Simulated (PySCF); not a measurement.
Compound: C4H7FN (doublet state).
Cartesian coordinates in Å at the GFN2-xTB level; atoms count from 1:
```xyz
13
C4H7FN angstrom
N      1.8742   -0.3107    0.4102
C      0.9055    0.0711   -0.6031
C     -0.4518   -0.5205   -0.2373
C     -1.6891    0.0921   -0.7068
C     -1.3518    0.2619    0.6995
F     -0.9013    1.4836    1.1436
H      2.8033   -0.0046    0.1445
H      1.6419    0.1358    1.2918
H      1.2268   -0.3537   -1.5588
H      0.7962    1.1596   -0.7254
H     -0.3934   -1.6010   -0.1203
H     -2.5481   -0.2087   -1.2590
H     -1.9169   -0.2045    1.5033
```

The hyperfine couplings belong to this conformer and change with its torsions.

The species is `C([C@H]1[C@@H](F)[CH]1)N` [radical].

Computed, not measured: UKS B3LYP, pcH-1 on C F H N, non-relativistic, mean-field spin-orbit, GIAO (PySCF 2.14.0). One conformer (not necessarily the lowest) at the GFN2-xTB geometry, without solvent, vibrations or thermal averaging. The geometry wasn't refined by DFT: couplings that depend on bond lengths, twists or pyramidal angles can differ widely from those at the functional's own minimum. No stability test was run, so a lower SCF solution isn't excluded.

(1) The isotropic 13C couplings are +221.2, +61.2, -24.5, -21.1 MHz. Assign them to C2; C3; C4; C5.

## Answers

(1) 
```tsv
site	a_iso (MHz)	ρ(0) (bohr⁻³)	position	distance from C4 (Å)	spin population	largest |T| (MHz)
C2	+61.2	+0.0544	2 bonds from C4	2.60	+0.04	11.1
C3	-24.5	-0.0218	1 bond from C4	1.46	-0.06	4.7
C4	+221.2	+0.1967	largest spin population	0.00	+0.97	149.2
C5	-21.1	-0.0187	1 bond from C4	1.46	-0.01	7.8
```

ρ(0) is the spin density at the nucleus and T the dipolar tensor; entries for several nuclei are means. The largest Mulliken spin population is on C4 (+0.97). The angles at C4 add up to 336.0°, so it is pyramidal.

Class means assume fast exchange of nuclei equivalent by connectivity; if that motion is slow, each nucleus keeps its own coupling.
